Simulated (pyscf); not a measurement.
[H₃C–Zn]• + HCl → CH₄ + [Cl–Zn]• (four-centre exchange; doublet surface; C–Zn, Cl–H broken, C–H, Cl–Zn formed). Optimised with ωB97X-D3(BJ)/def2-SVP in PySCF. Energies in kJ/mol from the separated reactants.

```json
[
 {"level": "ωB97X-D3(BJ)/def2-TZVP", "barrier": "28.4", "reaction energy": "-176.4"},
 {"level": "r²SCAN/def2-TZVP", "barrier": "…", "reaction energy": "…"},
 {"level": "B3LYP-D3(BJ)/def2-TZVP", "barrier": "34.2", "reaction energy": "-167.1"},
 {"level": "PBE0-D3(BJ)/def2-TZVP", "barrier": "…", "reaction energy": "-167.7"},
 {"level": "M06-2X/def2-TZVP", "barrier": "23.3", "reaction energy": "-176.6"},
 {"level": "ωB97M-D3(BJ)/def2-TZVP", "barrier": "36.2", "reaction energy": "-166.6"}
]
```

Problem. Complete the blanks.

Solution. 
- r²SCAN/def2-TZVP, barrier: 13.8
- r²SCAN/def2-TZVP, reaction energy: -170.0
- PBE0-D3(BJ)/def2-TZVP, barrier: 19.0

The functionals in the table span 22.5 kJ/mol in this barrier, from r²SCAN to ωB97M-D3(BJ)/def2-TZVP. This is the saddle that the search found; another between the same sides may lie lower. The term symbol of open-shell Cl–Zn was not checked; spin-orbit terms are left out. Elements up to Kr have no core potential and no relativistic terms here.
